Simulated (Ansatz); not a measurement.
# BH3+ (doublet): correlated methods under varied settings at distance B1–H2 = 1.592 Å

Aim: run BH3+ (doublet) at one geometry under a spread of methods and options, and see what each costs and gives.

Computed with Ansatz 0.2.0, Gaussian basis. Level: the settings change from run to run.

16 further runs of the same task are left out: 12 that didn't finish, 4 set aside as unsound or not needed.

**1. What is computed**

The geometry derives from a PBE0/def2-TZVP stationary point (not a proven minimum). One bond is set to the value named and the two fragments are kept rigid.

4 atoms, charge 1, spin multiplicity 2.

Atoms are counted from 1 here; the program's logs count them from 0.

Bond lengths: B1–H3 1.174 Å, B1–H4 1.276 Å. Angles: H3–B1–H4 145.8°.

**2. MRCISD+Q(relaxed)(5,3)/def2-SVP**

File in.yaml:

```yaml
crystal:
  periodic: [false, false, false]
  atoms:
    - {symbol: B, position_ang: [0.000000, -0.012960, 0.087184]}
    - {symbol: H, position_ang: [0.000000, 0.882712, -1.228960]}
    - {symbol: H, position_ang: [0.000000, -0.012960, 1.261398]}
    - {symbol: H, position_ang: [0.000000, -0.730744, -0.967562]}
basis:
  gaussian: {orbitals: def2-SVP}
total_charge: 1
magnetization: {spin_polarized: false, initial_magnetization: 1}
correlation: {method: fic_mrcisd_q_relaxed, electrons: outside_noble_gas, active_space: {window: {electrons: 5, orbitals: 3}}}
```

Command:

```bash
> ansatz run in.yaml --threads 1 --pin off --events-out ev --progress --plain --max-ram 2393MiB
```

What it wrote:

```text
Functional definition: HF
  name "HF"
  cite "Fock, Z. Phys. 61, 126 (1930) doi:10.1007/BF01340294"
  parent pbe
  exchange = exact_x
  correlation = 0
302 factors; integrals over basis functions are off by at most 1.8e-3 eV
mean field evaluation 1: about -705.3120 eV, gradient 8.5e0 eV
mean field evaluation 2: about -705.3122 eV, gradient 8.5e0 eV
mean field evaluation 4: about -705.8016 eV, gradient 7.4e-1 eV
mean field evaluation 8: about -705.8221 eV, gradient 4.3e-3 eV
mean field -705.82214239 eV, -25.9384853093 hartree, gradient 1.8e-6 eV, S^2 0.750000; 0 other end points of the search recorded, 0 dependent functions left out
reference -705.82214239 eV, -25.9384853093 hartree; 4, 3 occupied and 25, 26 virtual orbitals, 302 factors
state -705.82214239 eV, -25.9384853093 hartree
contracted CI cycle   1: correlation 0.00000000 eV, 0.0000000000 hartree, residual 1.22e1 eV
contracted CI cycle   2: correlation -2.35336592 eV, -0.0864846024 hartree, residual 2.37e0 eV
contracted CI cycle   3: correlation -2.45638851 eV, -0.0902706126 hartree, residual 8.61e-1 eV
contracted CI cycle   4: correlation -2.47020803 eV, -0.0907784708 hartree, residual 2.37e-1 eV
contracted CI cycle   5: correlation -2.47137035 eV, -0.0908211853 hartree, residual 8.36e-2 eV
contracted CI cycle   6: correlation -2.47151852 eV, -0.0908266303 hartree, residual 3.54e-2 eV
contracted CI cycle   7: correlation -2.47155064 eV, -0.0908278107 hartree, residual 1.15e-2 eV
contracted CI cycle   8: correlation -2.47155332 eV, -0.0908279094 hartree, residual 3.24e-3 eV
contracted CI cycle   9: correlation -2.47155352 eV, -0.0908279166 hartree, residual 9.78e-4 eV
state -705.82214239 eV, -25.9384853093 hartree; corrected -708.42676133 eV, -26.0342032901 hartree
Total energy: -708.42676133 eV, -26.0342032901 hartree
```

Wall time 0.24 s (1 thread of Arm Neoverse V1, shared host).

From the report: 3 determinants; active occupations 2.00, 2.00, 1.00.

**3. MP2 on ROHF/cc-pVDZ**

Changes to in.yaml since step 2:

```diff
@@ -8,5 +8,6 @@
 basis:
-  gaussian: {orbitals: def2-SVP}
+  gaussian: {orbitals: cc-pVDZ, fitting: {mean_field: def2-universal-jkfit}}
 total_charge: 1
 magnetization: {spin_polarized: false, initial_magnetization: 1}
-correlation: {method: fic_mrcisd_q_relaxed, electrons: outside_noble_gas, active_space: {window: {electrons: 5, orbitals: 3}}}
+correlation: {method: mp2, electrons: all}
+scf: {lower_state_search: off}
```

Same command.

What it wrote:

```text
Functional definition: HF
  name "HF"
  cite "Fock, Z. Phys. 61, 126 (1930) doi:10.1007/BF01340294"
  parent pbe
  exchange = exact_x
  correlation = 0
these checks for a lower state are left out or cut short: stability, starts, cluster_reference, orbital_swaps, neighbouring_geometries, increment
129 factors; integrals over basis functions are off by at most 4.7e-1 eV
mean field evaluation 1: about -705.9365 eV, gradient 8.5e0 eV
mean field evaluation 2: about -706.3773 eV, gradient 2.3e0 eV
mean field evaluation 4: about -706.4436 eV, gradient 4.3e-1 eV
mean field evaluation 8: about -706.4531 eV, gradient 1.8e-6 eV
mean field -706.45313849 eV, -25.9616739884 hartree, gradient 1.8e-6 eV, S^2 0.750000; 0 other end points of the search recorded, 0 dependent functions left out
reference -706.45313849 eV, -25.9616739884 hartree; 4, 3 occupied and 25, 26 virtual orbitals, 129 factors
second order -1.90012105 eV of doubles, -0.07058065 eV of singles
Total energy: -708.42384019 eV, -26.0340959400 hartree
Checks for a lower state left out: stability, starts, cluster_reference, orbital_swaps, neighbouring_geometries, increment
```

Wall time 0.06 s (1 thread of Arm Neoverse V1, shared host).

**4. CASCI(3,2)/cc-pVDZ**

Changes to in.yaml since step 3:

```diff
@@ -8,6 +8,6 @@
 basis:
-  gaussian: {orbitals: cc-pVDZ, fitting: {mean_field: def2-universal-jkfit}}
+  gaussian: {orbitals: cc-pVDZ}
 total_charge: 1
 magnetization: {spin_polarized: false, initial_magnetization: 1}
-correlation: {method: mp2, electrons: all}
-scf: {lower_state_search: off}
+correlation: {active_space: {window: {electrons: 3, orbitals: 2}, fixed_orbitals: true}}
+output: {forces: true}
```

Same command.

What it wrote (excerpt; [...] marks lines left out):

```text
Functional definition: HF
  name "HF"
  cite "Fock, Z. Phys. 61, 126 (1930) doi:10.1007/BF01340294"
  parent pbe
[...]
262 factors; integrals over basis functions are off by at most 1.2e-3 eV
[...]
mean field -706.45321835 eV, -25.9616769233 hartree, gradient 1.9e-6 eV, S^2 0.750000; 0 other end points of the search recorded, 0 dependent functions left out
reference -706.45321835 eV, -25.9616769233 hartree; 4, 3 occupied and 25, 26 virtual orbitals, 262 factors
state -706.45321835 eV, -25.9616769233 hartree
[...]
Total energy: -706.45321835 eV, -25.9616769233 hartree
Atom 0 at     0.000000    -0.012960     0.087184 Å, force     0.000000    -0.922329    -2.682408 eV/Å
Atom 1 at     0.000000     0.882712    -1.228960 Å, force     0.000000    -0.307858     1.453890 eV/Å
Atom 2 at     0.000000    -0.012960     1.261398 Å, force    -0.000000     0.609375     0.063422 eV/Å
Atom 3 at     0.000000    -0.730744    -0.967562 Å, force     0.000000     0.620812     1.165096 eV/Å
Dipole moment:    -0.000000     0.133385    -0.197654 e Å
```

It took 0.15 s on 1 thread of Arm Neoverse V1, shared host.

From the report: 2 determinants; active occupations 2.00, 1.00. With so small a space the active step adds no correlation: the energy is the mean field's.

**5. HF/def2-SVPD**

File in.yaml:

```yaml
crystal:
  periodic: [false, false, false]
  atoms:
    - {symbol: B, position_ang: [0.000000, -0.012960, 0.087184]}
    - {symbol: H, position_ang: [0.000000, 0.882712, -1.228960]}
    - {symbol: H, position_ang: [0.000000, -0.012960, 1.261398]}
    - {symbol: H, position_ang: [0.000000, -0.730744, -0.967562]}
basis:
  gaussian: {orbitals: def2-SVPD}
total_charge: 1
magnetization: {spin_polarized: true, initial_magnetization: 1}
hamiltonian: {xc: hf}
output: {orbitals: {seedname: orbitals}}
```

The command is unchanged.

What it wrote:

```text
Functional definition: HF
  name "HF"
  cite "Fock, Z. Phys. 61, 126 (1930) doi:10.1007/BF01340294"
  parent pbe
  exchange = exact_x
  correlation = 0
402 factors; their error is unknown
mean field evaluation 1: about -705.3737 eV, gradient 7.1e0 eV
mean field evaluation 2: about -705.8849 eV, gradient 2.4e0 eV
mean field evaluation 4: about -705.9885 eV, gradient 4.4e-1 eV
mean field evaluation 8: about -706.0035 eV, gradient 7.4e-2 eV
mean field -706.00361880 eV, -25.9451544445 hartree, gradient 1.4e-5 eV, S^2 0.767124; 0 other end points of the search recorded, 0 dependent functions left out
reference -706.00361880 eV, -25.9451544445 hartree; 4, 3 occupied and 40, 41 virtual orbitals, 402 factors
Total energy: -706.00361880 eV, -25.9451544445 hartree
```

Wall time 0.09 s (1 thread of Arm Neoverse V1, shared host).

From the report: ⟨S²⟩ of the determinant 0.767 (pure doublet: 0.75).

**6. CASSCF(1,9)/cc-pVDZ**

Changes to in.yaml since step 5:

```diff
@@ -8,6 +8,6 @@
 basis:
-  gaussian: {orbitals: def2-SVPD}
+  gaussian: {orbitals: cc-pVDZ}
 total_charge: 1
-magnetization: {spin_polarized: true, initial_magnetization: 1}
-hamiltonian: {xc: hf}
-output: {orbitals: {seedname: orbitals}}
+magnetization: {spin_polarized: false, initial_magnetization: 1}
+correlation: {active_space: {window: {electrons: 1, orbitals: 9}, states: [{multiplicity: 2, weights: [1, 0.5, 1, 1]}]}}
+scf: {lower_state_search: off}
```

Same command.

What it wrote (excerpt; [...] marks lines left out):

```text
Functional definition: HF
  name "HF"
  cite "Fock, Z. Phys. 61, 126 (1930) doi:10.1007/BF01340294"
  parent pbe
[...]
521 factors; integrals over basis functions are off by at most 1.7e-7 eV
[...]
mean field -706.45321802 eV, -25.9616769109 hartree, gradient 1.9e-6 eV, S^2 0.750000; 0 other end points of the search recorded, 0 dependent functions left out
reference -706.45321802 eV, -25.9616769109 hartree; 4, 3 occupied and 25, 26 virtual orbitals, 521 factors
state -706.34457149 eV, -25.9576842247 hartree
state -701.51324762 eV, -25.7801363473 hartree
state -698.56505478 eV, -25.6717922587 hartree
state -695.46135154 eV, -25.5577332685 hartree
Total energy: -700.32217189 eV, -25.7363651216 hartree
Checks for a lower state left out: stability, starts, cluster_reference, orbital_swaps, neighbouring_geometries, increment
```

It took 0.21 s on 1 thread of Arm Neoverse V1, shared host.

From the report: 9 determinants; active occupations (of the averaged states) 0.29, 0.29, 0.29, 0.14, 0.00, 0.00, 0.00, 0.00, 0.00.

**7. MRCISD+Q(3,8)/cc-pVDZ**

Changes to in.yaml since step 6:

```diff
@@ -11,3 +11,3 @@
 magnetization: {spin_polarized: false, initial_magnetization: 1}
-correlation: {active_space: {window: {electrons: 1, orbitals: 9}, states: [{multiplicity: 2, weights: [1, 0.5, 1, 1]}]}}
+correlation: {method: fic_mrcisd_q, electrons: outside_noble_gas, active_space: {window: {electrons: 3, orbitals: 8}}}
 scf: {lower_state_search: off}
```

Launched as before.

What it wrote (excerpt; [...] marks lines left out):

```text
Functional definition: HF
  name "HF"
  cite "Fock, Z. Phys. 61, 126 (1930) doi:10.1007/BF01340294"
  parent pbe
[...]
262 factors; integrals over basis functions are off by at most 1.2e-3 eV
[...]
mean field -706.45321835 eV, -25.9616769233 hartree, gradient 1.9e-6 eV, S^2 0.750000; 0 other end points of the search recorded, 0 dependent functions left out
reference -706.45321835 eV, -25.9616769233 hartree; 4, 3 occupied and 25, 26 virtual orbitals, 262 factors
state -707.68406564 eV, -26.0069097268 hartree
contracted CI cycle   1: correlation 0.00000000 eV, 0.0000000000 hartree, residual 8.84e0 eV
contracted CI cycle   2: correlation -1.24918296 eV, -0.0459066272 hartree, residual 2.05e0 eV
contracted CI cycle   3: correlation -1.32326149 eV, -0.0486289628 hartree, residual 6.74e-1 eV
contracted CI cycle   4: correlation -1.33102003 eV, -0.0489140839 hartree, residual 2.48e-1 eV
contracted CI cycle   5: correlation -1.33200620 eV, -0.0489503249 hartree, residual 8.99e-2 eV
contracted CI cycle   6: correlation -1.33213944 eV, -0.0489552213 hartree, residual 3.43e-2 eV
contracted CI cycle   7: correlation -1.33215829 eV, -0.0489559140 hartree, residual 1.24e-2 eV
contracted CI cycle   8: correlation -1.33216078 eV, -0.0489560058 hartree, residual 4.69e-3 eV
contracted CI cycle   9: correlation -1.33216117 eV, -0.0489560200 hartree, residual 1.93e-3 eV
contracted CI cycle  10: correlation -1.33216123 eV, -0.0489560223 hartree, residual 7.97e-4 eV
state -707.68406564 eV, -26.0069097268 hartree; corrected -709.05454744 eV, -26.0572740038 hartree
Total energy: -709.05454744 eV, -26.0572740038 hartree
Checks for a lower state left out: stability, starts, cluster_reference, orbital_swaps, neighbouring_geometries, increment
```

It took 1.2 s on 1 thread of Arm Neoverse V1, shared host.

From the report: 154 determinants; active occupations 1.95, 0.99, 0.02, 0.01, 0.01, 0.00, 0.00, 0.00.

**8. MRCISD+Q(relaxed)(3,3)/cc-pVDZ**

Changes to in.yaml since step 7:

```diff
@@ -11,3 +11,2 @@
 magnetization: {spin_polarized: false, initial_magnetization: 1}
-correlation: {method: fic_mrcisd_q, electrons: outside_noble_gas, active_space: {window: {electrons: 3, orbitals: 8}}}
-scf: {lower_state_search: off}
+correlation: {method: fic_mrcisd_q_relaxed, electrons: all, active_space: {window: {electrons: 3, orbitals: 3}, states: [{multiplicity: 2, weights: [1, 1]}, {multiplicity: 4, weights: [1]}]}}
```

The command is unchanged.

What it wrote (excerpt; [...] marks lines left out):

```text
Functional definition: HF
  name "HF"
  cite "Fock, Z. Phys. 61, 126 (1930) doi:10.1007/BF01340294"
  parent pbe
[...]
521 factors; integrals over basis functions are off by at most 1.7e-7 eV
[...]
mean field -706.45321802 eV, -25.9616769109 hartree, gradient 1.9e-6 eV, S^2 0.750000; 0 other end points of the search recorded, 0 dependent functions left out
reference -706.45321802 eV, -25.9616769109 hartree; 4, 3 occupied and 25, 26 virtual orbitals, 521 factors
state -706.26065479 eV, -25.9546003430 hartree
state -702.35723976 eV, -25.8111524864 hartree
contracted CI cycle   1: correlation 0.00000000 eV, 0.0000000000 hartree, residual 1.26e1 eV
contracted CI cycle   2: correlation -2.55764684 eV, -0.0939917877 hartree, residual 2.52e0 eV
contracted CI cycle   3: correlation -2.67514529 eV, -0.0983097762 hartree, residual 9.78e-1 eV
[...]
contracted CI cycle   6: correlation -2.48507080 eV, -0.0913246674 hartree, residual 1.88e-1 eV
contracted CI cycle   7: correlation -2.48569026 eV, -0.0913474322 hartree, residual 5.60e-2 eV
contracted CI cycle   8: correlation -2.48575686 eV, -0.0913498795 hartree, residual 1.81e-2 eV
contracted CI cycle   9: correlation -2.48576362 eV, -0.0913501280 hartree, residual 6.65e-3 eV
contracted CI cycle  10: correlation -2.48576453 eV, -0.0913501614 hartree, residual 2.76e-3 eV
contracted CI cycle  11: correlation -2.48576467 eV, -0.0913501666 hartree, residual 9.75e-4 eV
contracted CI cycle  12: correlation -2.48576469 eV, -0.0913501673 hartree, residual 3.57e-4 eV
contracted CI cycle  13: correlation -2.48576469 eV, -0.0913501674 hartree, residual 1.50e-4 eV
contracted CI cycle  14: correlation -2.48576469 eV, -0.0913501674 hartree, residual 6.13e-5 eV
state -700.17467799 eV, -25.7309448208 hartree; corrected -703.31518591 eV, -25.8463563579 hartree
Total energy: -705.78206505 eV, -25.9370124944 hartree
```

Run time: 0.72 s. Hardware: 1 thread of Arm Neoverse V1, shared host.

From the report: 4 determinants; active occupations (of the averaged states) 1.61, 0.72, 0.67.

**9. BCCD(T) on UHF/cc-pVDZ**

File in.yaml:

```yaml
crystal:
  periodic: [false, false, false]
  atoms:
    - {symbol: B, position_ang: [0.000000, -0.012960, 0.087184]}
    - {symbol: H, position_ang: [0.000000, 0.882712, -1.228960]}
    - {symbol: H, position_ang: [0.000000, -0.012960, 1.261398]}
    - {symbol: H, position_ang: [0.000000, -0.730744, -0.967562]}
basis:
  gaussian: {orbitals: cc-pVDZ}
total_charge: 1
magnetization: {spin_polarized: true, initial_magnetization: 1}
correlation: {method: bccd_t, electrons: outside_noble_gas}
```

Same command.

What it wrote (excerpt; [...] marks lines left out):

```text
Functional definition: HF
  name "HF"
  cite "Fock, Z. Phys. 61, 126 (1930) doi:10.1007/BF01340294"
  parent pbe
[...]
262 factors; integrals over basis functions are off by at most 1.2e-3 eV
[...]
mean field -706.58506432 eV, -25.9665221731 hartree, gradient 1.8e-6 eV, S^2 0.767328; 1 other end points of the search recorded, 0 dependent functions left out
1 core orbitals not correlated: weight in the atoms' cores, before any rotation towards them, 1.000 or more for the frozen orbitals, at most 0.000 for the correlated occupied ones
reference -706.58506432 eV, -25.9665221731 hartree; 3, 2 occupied and 25, 26 virtual orbitals, 262 factors
second order -1.80853914 eV of doubles, -0.00000000 eV of singles
cycle   1  -2.22174642 eV  change   -4.1e-1 eV  update   4.8e-2
[...]
cycle  11  -2.41107579 eV  change   -1.8e-6 eV  update   4.1e-6
perturbative correction -0.03843380 eV, -0.0014124161 hartree
Total energy: -709.03457391 eV, -26.0565399902 hartree
```

It took 0.45 s on 1 thread of Arm Neoverse V1, shared host.

From the report: ⟨S²⟩ of the determinant 0.767 (pure doublet: 0.75); correlation -2.4495 eV; largest double amplitude 0.05.

**10. BCCD(T)/def2-SVPD**

Changes to in.yaml since step 9:

```diff
@@ -8,5 +8,6 @@
 basis:
-  gaussian: {orbitals: cc-pVDZ}
+  gaussian: {orbitals: def2-SVPD}
 total_charge: 1
 magnetization: {spin_polarized: true, initial_magnetization: 1}
-correlation: {method: bccd_t, electrons: outside_noble_gas}
+hamiltonian: {xc: {name: r2SCAN}}
+correlation: {method: bccd_t, electrons: all}
```

Same command.

What it wrote (excerpt; [...] marks lines left out):

```text
Functional definition: r2SCAN
  name "r2SCAN"
  cite "Furness, Kaplan, Ning, Perdew & Sun, J. Phys. Chem. Lett. 11, 8208 (2020) doi:10.1021/acs.jpclett.0c02405"
  cite "Furness, Kaplan, Ning, Perdew & Sun, J. Phys. Chem. Lett. 11, 9248 (2020) doi:10.1021/acs.jpclett.0c03077"
  parent r2scan
[...]
439 factors; integrals over basis functions are off by at most 1.6e-3 eV
[...]
mean field -710.41301833 eV, -26.1071968885 hartree, gradient 9.6e-6 eV, S^2 0.759423; 0 other end points of the search recorded, 0 dependent functions left out
reference -705.86360349 eV, -25.9400089765 hartree; 4, 3 occupied and 40, 41 virtual orbitals, 439 factors
second order -2.03962620 eV of doubles, -0.08784437 eV of singles
cycle   1  -2.51340237 eV  change   -3.9e-1 eV  update   4.4e-2
[...]
cycle  11  -2.67001792 eV  change   -1.4e-6 eV  update   3.4e-6
perturbative correction -0.04360593 eV, -0.0016024885 hartree
Total energy: -708.57722734 eV, -26.0397328137 hartree
```

Wall time 2 s (1 thread of Arm Neoverse V1, shared host).

From the report: ⟨S²⟩ of the determinant 0.759 (pure doublet: 0.75); correlation -2.7136 eV; largest double amplitude 0.05.

**11. The runs in one table**

Where basis and cores are those of an earlier FCI/cc-pVDZ run (-709.0482 eV), and the state is the same kind, the miss against it is given.

```csv
level,correlated,functions,energy (eV),from FCI (meV),time
"MRCISD+Q(relaxed)(5,3)/def2-SVP",outside noble gas,29,-708.4268,,0.24 s
MP2 on ROHF/cc-pVDZ,all,29,-708.4238,,0.06 s
"CASCI(3,2)/cc-pVDZ",,29,-706.4532,2595.0,0.15 s
HF/def2-SVPD,,44,-706.0036,,0.09 s
"CASSCF(1,9)/cc-pVDZ (mean of several states)",,29,-700.3222,,0.21 s
"MRCISD+Q(3,8)/cc-pVDZ",outside noble gas,29,-709.0545,-6.3,1.2 s
"MRCISD+Q(relaxed)(3,3)/cc-pVDZ (mean of several states)",all,29,-705.7821,,0.72 s
BCCD(T) on UHF/cc-pVDZ,outside noble gas,29,-709.0346,13.6,0.45 s
BCCD(T)/def2-SVPD (on r2SCAN orbitals),all,44,-708.5772,,2 s
```

**12. Results**

```
quantity                                        value
    runs                                            9
quickest                  MP2 on ROHF/cc-pVDZ, 0.06 s
 slowest  BCCD(T)/def2-SVPD (on r2SCAN orbitals), 2 s
```

What this shows: Total energies in different bases, with other cores or another treatment of relativity can't be set against each other. BCCD(T)/def2-SVPD (on r2SCAN orbitals) took 33 times as long as MP2 on ROHF/cc-pVDZ; the jobs differ in more than the method. Among the correlated runs with a miss given, it spans -6 to +14 meV. Hartree-Fock, CASSCF and CASCI lack dynamic correlation by design.
